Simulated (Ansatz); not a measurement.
# CH3N: the cost of one run

Program: Ansatz 0.2.0, Gaussian basis. Level of theory: def2-QZVPP, all electrons in the functionals, frozen cores in the correlation of double hybrids and RPA. These are calculated values, not measurements.

To be run: wB97M-V, B2PLYP, at charge 0, triplet; charge 0, singlet; charge 0, quintet; charge 1, doublet; charge 1, quartet.

2 further runs of the same task are left out: 2 set aside as unsound or not needed.

**1. The geometry**

The geometry is a PBE0/def2-TZVP stationary point (not a proven minimum).

5 atoms, charge 0, spin multiplicity 3.

Atoms are counted from 1 here; the program's logs count them from 0.

Bond lengths: N1–C2 1.365 Å, N1–H3 1.025 Å, C2–H4 1.090 Å, C2–H5 1.090 Å. Angles: C2–N1–H3 114.1°, N1–C2–H4 116.9°, N1–C2–H5 116.9°, H4–C2–H5 116.6°.

Geometry (Å):

```xyz
5
CH3N
N    -0.13607    0.00000    0.66527
C     0.11312    0.00000   -0.67664
H     0.70751    0.00000    1.24830
H    -0.08226    0.92685   -1.21507
H    -0.08226   -0.92685   -1.21507
```

No dispersion term is added; wB97M-V holds VV10 nonlocal correlation.

The geometry shown and the zero of energy belong to the point charge 0, triplet. The yardstick, UCCSD(T), and other wave-function levels (R restricted, U unrestricted, valence and pair active spaces) come from earlier runs.

**2. wB97M-V, charge 0, triplet**

in.yaml

```yaml
crystal:
  periodic: [false, false, false]
  atoms:
    - {symbol: N, position_ang: [-0.136074, 0.000000, 0.665268]}
    - {symbol: C, position_ang: [0.113118, 0.000000, -0.676644]}
    - {symbol: H, position_ang: [0.707513, 0.000000, 1.248296]}
    - {symbol: H, position_ang: [-0.082257, 0.926855, -1.215074]}
    - {symbol: H, position_ang: [-0.082257, -0.926855, -1.215074]}
basis:
  gaussian: {orbitals: "def2-QZVPP.json"}
magnetization: {spin_polarized: true, initial_magnetization: 2}
hamiltonian: {xc: {name: wB97M-V}}
output: {orbitals: {seedname: orbitals}}
```

Run with:

```console
ansatz run in.yaml --threads 1 --pin off --events-out ev --progress --plain --max-ram 2393MiB
```

Q: Estimate wall time and peak memory on 1 thread of Arm Neoverse V1, shared host.

About 11 s, with a peak of 0.39 GiB.
